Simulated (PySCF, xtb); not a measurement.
hydroxide (HO), SMILES [OH-], charge -1.

GFN2-xTB run with xtb at its own geometry gives an orbital gap of 13.23 eV.

Coordinates come from a PBE0-D3(BJ)/def2-TZVPD optimisation.

### Question
What does M06-2X/def2-TZVPD in PySCF give? (Estimate from the structure and the level; the computed values follow.)

### Answer
gap 6.94 eV (levels -0.74 and 6.19 eV).
